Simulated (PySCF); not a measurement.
The first ionisation energy along the second row

Calculated with PySCF 2.14 from differences of total energies of unrestricted determinants, without spin-orbit coupling. Values in eV. The last column holds reference values (NIST; (s) semi-empirical, (t) theoretical, else measured). Unmarked ones compare directly (S terms, centres of terms, or small fine structure); those marked * lie between the lowest fine-structure levels and include a spin-orbit shift.

```
                           element               configurations  SCS-MP2 (valence)  CCSD (valence)  SCS-MP2 (valence and next inner shell)  CCSD(T) (valence and next inner shell)     LDA    PBE0  reference
Li (def2-TZVPPD, non-relativistic)               [He] 2s1 → 1s2                n/a             n/a                                   5.366                                   5.374   5.471   5.569      5.392
Be (def2-TZVPPD, non-relativistic)          [He] 2s2 → [He] 2s1              8.898           9.272                                   8.913                                   9.274   9.020   8.970      9.323
 B (def2-TZVPPD, non-relativistic)      [He] 2s2 2p1 → [He] 2s2              8.232           8.174                                   8.237                                   8.226   8.638   8.646      8.297
 C (def2-TZVPPD, non-relativistic)  [He] 2s2 2p2 → [He] 2s2 2p1             11.118          11.151                                  11.125                                  11.190  11.682  11.511     11.262
 N (def2-TZVPPD, non-relativistic)  [He] 2s2 2p3 → [He] 2s2 2p2             14.318          14.434                                  14.326                                  14.468  14.995  14.696     14.545
 O (def2-TZVPPD, non-relativistic)  [He] 2s2 2p4 → [He] 2s2 2p3             13.378          13.322                                  13.381                                  13.371  13.983  13.839     13.608
Ne (def2-TZVPPD, non-relativistic)          [Ne] → [He] 2s2 2p5             21.433          21.317                                  21.437                                  21.382  22.186  21.455     21.597
```

Task: Fill in the row of F (def2-TZVPPD, non-relativistic) ([He] 2s2 2p5 → [He] 2s2 2p4).

Result: SCS-MP2 (valence) 17.226; CCSD (valence) 17.141; SCS-MP2 (valence and next inner shell) 17.230; LDA 17.947; PBE0 17.443; reference 17.427 (eV).

"Valence" correlates the outer s and p shells and, in groups 3 to 12 and the f block, the outer d or f shell, open or full, or the next shell where the ion has no valence electron left; the wider scheme adds the next inner shell.
